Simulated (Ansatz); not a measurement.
in.yaml

```yaml
crystal:
  periodic: [false, false, false]
  atoms:
    - {symbol: Cr, position_ang: [0.000000, 0.000000, 0.000000]}
    - {symbol: B, position_ang: [0.000000, 0.000000, 2.119800]}
basis:
  gaussian: {orbitals: def2-SVP}
total_charge: 1
magnetization: {spin_polarized: true, initial_magnetization: 4}
correlation: {method: ccsd_t, electrons: outside_noble_gas}
```

```sh
$ ansatz run in.yaml --threads 1 --pin off --events-out ev --progress --plain --max-ram 4096MiB --backend cpu
```

Log:

```
499 factors; integrals over basis functions are off by at most 4.7e-4 eV
mean field evaluation 1: about -29023.3653 eV, gradient 5.5e1 eV
mean field evaluation 2: about -29023.4303 eV, gradient 5.5e1 eV
mean field evaluation 4: about -29041.1102 eV, gradient 1.7e1 eV
mean field evaluation 8: about -29047.4073 eV, gradient 2.7e0 eV
mean field evaluation 16: about -29047.5349 eV, gradient 3.2e-1 eV
mean field evaluation 32: about -29047.9588 eV, gradient 1.7e-1 eV
mean field evaluation 64: about -29047.9668 eV, gradient 1.1e-2 eV
mean field evaluation 96: about -29046.5671 eV, gradient 2.7e0 eV
mean field evaluation 128: about -29044.3747 eV, gradient 9.4e-3 eV
mean field evaluation 160: about -29045.7844 eV, gradient 2.4e-2 eV
...
mean field evaluation 1568: about -29046.2569 eV, gradient 1.9e-3 eV
mean field evaluation 1600: about -29042.6047 eV, gradient 1.6e1 eV
mean field evaluation 1632: about -29041.9399 eV, gradient 1.9e1 eV
mean field evaluation 1664: about -29043.0403 eV, gradient 1.3e1 eV
mean field evaluation 1696: about -29042.5767 eV, gradient 7.8e0 eV
mean field evaluation 1728: about -29042.3133 eV, gradient 1.2e1 eV
mean field evaluation 1760: about -29043.8500 eV, gradient 4.9e0 eV
mean field evaluation 1792: about -29043.5618 eV, gradient 7.6e0 eV
mean field evaluation 1824: about -29045.7692 eV, gradient 3.0e-1 eV
mean field -29047.96676985 eV, -1067.4930893731 hartree, gradient 4.0e-7 eV, S^2 6.972324; 37 other end points of the search recorded, 0 dependent functions left out
determinant -29047.96676985 eV, -1067.4930893731 hartree, with singles and doubles -29051.40118245 eV, -1067.6193017080 hartree
determinant -29047.56123136 eV, -1067.4781861085 hartree, with singles and doubles -29050.92184997 eV, -1067.6016865644 hartree
determinant -29046.25691758 eV, -1067.4302534609 hartree, with singles and doubles -29049.28607704 eV, -1067.5415730180 hartree
determinant -29046.13048857 eV, -1067.4256072805 hartree, with singles and doubles -29049.58211676 eV, -1067.5524522770 hartree
determinant -29046.09744376 eV, -1067.4243929061 hartree, with singles and doubles -29049.16362125 eV, -1067.5370728507 hartree
determinant -29046.07433217 eV, -1067.4235435708 hartree, with singles and doubles -29049.18023051 eV, -1067.5376832295 hartree
determinant -29046.07140919 eV, -1067.4234361533 hartree, with singles and doubles -29049.11313617 eV, -1067.5352175583 hartree
determinant -29045.94754841 eV, -1067.4188843537 hartree, with singles and doubles -29048.99445943 eV, -1067.5308562683 hartree
determinant -29045.84260038 eV, -1067.4150275849 hartree, with singles and doubles -29050.02775516 eV, -1067.5688291859 hartree
determinant -29045.80507592 eV, -1067.4136485862 hartree, with singles and doubles -29050.40044164 eV, -1067.5825251617 hartree
determinant -29045.69928205 eV, -1067.4097607334 hartree, with singles and doubles -29048.93399704 eV, -1067.5286343164 hartree
determinant -29045.27962780 eV, -1067.3943387241 hartree, with singles and doubles -29048.31726706 eV, -1067.5059699076 hartree
determinant -29045.26117370 eV, -1067.3936605484 hartree, with singles and doubles -29048.32126890 eV, -1067.5061169728 hartree
determinant -29045.26002467 eV, -1067.3936183225 hartree, with singles and doubles -29048.32293811 eV, -1067.5061783151 hartree
determinant -29044.98811368 eV, -1067.3836257776 hartree, with singles and doubles -29048.82827228 eV, -1067.5247490033 hartree
determinant -29044.81574840 eV, -1067.3772914706 hartree, with singles and doubles -29048.16749715 eV, -1067.5004659650 hartree
determinant -29044.55186943 eV, -1067.3675940973 hartree, with singles and doubles -29047.93700441 eV, -1067.4919955130 hartree
determinant -29047.96676985 eV, -1067.4930893731 hartree, with singles and doubles -29051.41415553 eV, -1067.6197784598 hartree
determinant -29047.56123136 eV, -1067.4781861085 hartree, with singles and doubles -29050.97196742 eV, -1067.6035283465 hartree
determinant -29045.10405886 eV, -1067.3878866845 hartree, with singles and doubles -29049.10107562 eV, -1067.5347743410 hartree
10 core orbitals not correlated: weight in the atoms' cores, before any rotation towards them, 0.999 or more for the frozen orbitals, at most 0.000 for the correlated occupied ones
reference -29047.96676985 eV, -1067.4930893731 hartree; 6, 2 occupied and 29, 33 virtual orbitals, 499 factors
second order -2.67475519 eV of doubles, -0.00000000 eV of singles
cycle   1  -3.44738729 eV  change   -1.6e-6 eV  update   5.9e-6
perturbative correction -0.14377145 eV, -0.0052835035 hartree
Total energy: -29051.55792860 eV, -1067.6250620228 hartree
```

Ran on 1 thread of AMD EPYC 7R13, shared host: 18 s wall, 0.15 GiB peak host memory.
